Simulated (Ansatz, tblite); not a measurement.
**[BFH3]- (BH3F−): removing an electron**

The task here is to estimate one member of a computed series from the others.

Computed with Ansatz 0.2.0, Gaussian basis. Level: as each input shows.

The runs, in order: charge 0 doublet, at the geometry of the singlet (PBE0-D4/def2-TZVPD, PBE-D4/def2-TZVPD, r2SCAN-D4/def2-TZVPD, CCSD(T)/def2-TZVPPD); the starting singlet's energies come from earlier runs.

## The structure

The geometry is that of the singlet, from an earlier relaxation (PBE0-D4/def2-TZVPD).

5 atoms, charge -1, spin multiplicity 1.

Atoms are counted from 1 here; the program's logs count them from 0.

Bond lengths: B1–F2 1.455 Å, B1–H3 1.246 Å, B1–H4 1.246 Å, B1–H5 1.246 Å. Angles: F2–B1–H3 109.9°, F2–B1–H4 109.9°, F2–B1–H5 109.9°, H3–B1–H4 109.1°, H3–B1–H5 109.1°, H4–B1–H5 109.1°.

As a file:

```xyz
5
charge -1, multiplicity 1
B    -0.00031    0.00050   -0.03717
F     0.01269   -0.02117    1.41788
H     1.16732    0.01199   -0.47064
H    -0.59413    1.01877   -0.43988
H    -0.58556   -1.01009   -0.47020
```

The ion is computed in the gas phase, without counter-ions or solvent.

Set-up of the first run:

The input, in.yaml:

```yaml
crystal:
  periodic: [false, false, false]
  atoms:
    - {symbol: B, position_ang: [-0.000314, 0.000497, -0.037169]}
    - {symbol: F, position_ang: [0.012693, -0.021167, 1.417882]}
    - {symbol: H, position_ang: [1.167317, 0.011989, -0.470642]}
    - {symbol: H, position_ang: [-0.594134, 1.018770, -0.439881]}
    - {symbol: H, position_ang: [-0.585562, -1.010090, -0.470201]}
basis:
  gaussian: {orbitals: def2-TZVPD}
magnetization: {spin_polarized: true, initial_magnetization: 1}
hamiltonian: {xc: pbe0, dispersion: d4}
output: {orbitals: {seedname: orbitals}}
```

The run is started by

```
> ansatz run in.yaml --threads 4 --pin off --events-out ev --progress --plain --max-ram 3916MiB
```

Among the steps run: Charge 0 doublet at the fixed geometry, PBE0-D4/def2-TZVPD; Charge 0 doublet at the fixed geometry, PBE-D4/def2-TZVPD; Charge 0 doublet at the fixed geometry, r2SCAN-D4/def2-TZVPD; Charge 0 doublet at the fixed geometry, CCSD(T)/def2-TZVPPD.

One of the session's tables, all rows but one given; the rest of the session is left out.

It belongs to the step «Vertical ionisation energy». 

```
              method  vertical ionisation energy (eV)
      HF/def2-TZVPPD                             3.83
   PBE-D4/def2-TZVPD                             3.84
r2SCAN-D4/def2-TZVPD                             3.94
  PBE0-D4/def2-TZVPD                             4.12
     MP2/def2-TZVPPD                             4.49
    CCSD/def2-TZVPPD                                ?
 CCSD(T)/def2-TZVPPD                             4.44
```

Estimate the missing values for CCSD/def2-TZVPPD.

The run gave: vertical ionisation energy (eV): 4.47. In the column «vertical ionisation energy (eV)» it lies between CCSD(T)/def2-TZVPPD (4.44) and MP2/def2-TZVPPD (4.49).
